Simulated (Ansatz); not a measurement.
## How the smallest direct gap on the k points sampled of BiOBr (P4/nmm, No. 129) moves with the method

No measured value is used here.

```json
[
 {"level (code)": "LDA (Ansatz)", "value (eV)": "…"},
 {"level (code)": "PBEsol+SOC (Ansatz)", "value (eV)": "1.90"},
 {"level (code)": "r²SCAN+SOC (Ansatz)", "value (eV)": "2.35"},
 {"level (code)": "B3LYP (VWN-RPA form) (Ansatz)", "value (eV)": "3.68"},
 {"level (code)": "HSE06+SOC (Ansatz)", "value (eV)": "…"},
 {"level (code)": "PBE0 (Ansatz)", "value (eV)": "3.95"},
 {"level (code)": "r²SCAN0 (Ansatz)", "value (eV)": "4.22"},
 {"level (code)": "r²SCANh (Ansatz)", "value (eV)": "…"},
 {"level (code)": "G0W0@PBEsol (Ansatz)", "value (eV)": "3.61"}
]
```

### Question
Complete the blanks.

### Answer

- LDA (Ansatz, a program for electronic structure), value (eV): 2.22
- HSE06+SOC (Ansatz), value (eV): 2.86
- r²SCANh (Ansatz), value (eV): 3.34

At these levels the smallest gap is indirect and lower: LDA 2.04, PBEsol+SOC 1.75, r²SCAN+SOC 2.20, B3LYP (VWN-RPA form) 3.49, HSE06+SOC 2.68, PBE0 3.71, r²SCAN0 3.98, r²SCANh 3.11, G0W0@PBEsol 3.23 eV. Computed values are for a static lattice. Levels without +SOC have no spin–orbit coupling; where heavier elements are present it shifts gaps, mostly down, and can invert bands.  G0W0@PBEsol: filled d or f shells below the valence bands can shift G0W0 gaps through exchange with them, which wasn't tested here. Values are at the measured cell. Cutoffs and k meshes differ between the levels. Ansatz's density-functional and Hartree–Fock values are scalar-relativistic unless marked +SOC, with PAW data made under PBE.
